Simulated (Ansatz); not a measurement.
Species: HS, SMILES `[SH]` (charge 0, multiplicity 2), formula HS.

Question: How many basis functions does frozen-core CCSD(T)/cc-pVTZ // PBE-D3(BJ)/def2-TZVP (Ansatz, an electronic-structure program) use, how many core orbitals are frozen, and how many electrons are correlated?

Answer: 48 basis functions and 5 frozen orbitals, which leaves 7 correlated electrons. Core time is of the order of seconds.
